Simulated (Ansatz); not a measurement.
The input, for Ansatz 0.2.0:

```yaml
crystal:
  periodic: [false, false, false]
  atoms:
    - {symbol: Si, position_ang: [0.000000, 0.000000, 0.000000]}
    - {symbol: Ga, position_ang: [0.000000, 0.000000, 2.421900]}
basis:
  gaussian: {orbitals: def2-mTZVP}
magnetization: {spin_polarized: true, initial_magnetization: 3}
hamiltonian: {xc: hf}
output: {orbitals: {seedname: orbitals}}
```

```sh
$ ansatz run in.yaml --threads 1 --pin off --events-out ev --progress --plain --max-ram 2393MiB
```

(1) Roughly how long does this take on 1 thread of Intel Xeon 6975P-C, shared host, and how much host memory?

```
510 factors; integrals over basis functions are off by at most 5.9e-4 eV
mean field evaluation 1: about -60194.5172 eV, gradient 5.7e0 eV
mean field evaluation 2: about -60194.5179 eV, gradient 5.7e0 eV
mean field evaluation 4: about -60194.9737 eV, gradient 1.4e0 eV
mean field evaluation 8: about -60195.0105 eV, gradient 1.2e-2 eV
mean field evaluation 16: about -60194.8311 eV, gradient 1.2e0 eV
mean field evaluation 32: about -60194.9037 eV, gradient 2.7e0 eV
mean field -60195.01050361 eV, -2212.1258343641 hartree, gradient 1.9e-5 eV, S^2 3.765868; 1 other end points of the search recorded, 0 dependent functions left out
reference -60195.01050361 eV, -2212.1258343641 hartree; 24, 21 occupied and 34, 37 virtual orbitals, 510 factors
Total energy: -60195.01050361 eV, -2212.1258343641 hartree
```

Answers

(1) 0.87 s wall and 0.12 GiB.
